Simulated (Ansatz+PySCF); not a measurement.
The numbers below are computed, except where a source is named.
Input for PySCF 2.14.0:

```python
from pyscf import gto, scf, cc

mol = gto.M(atom="""
N 0.000000 0.000090 -0.615850
N 0.000000 -0.000090 0.615850
H 0.000000 0.995730 -0.914130
H 0.000000 -0.995730 0.914130
""", basis='def2-svp', charge=0, spin=0)
mf = scf.RHF(mol)
mf.kernel()
mycc = cc.CCSD(mf, frozen=2).run()
et = mycc.ccsd_t()
print(mf.e_tot, mycc.e_corr, et, mycc.e_tot + et)
```

The script is written out from the run's settings.

Results

```yaml
Converged: yes
Reference_energy: -109.90936 hartree
CCSD_correlation_energy: -0.34773 hartree
Triples_correction: -0.01158 hartree
Total_energy: -110.26867 hartree
```
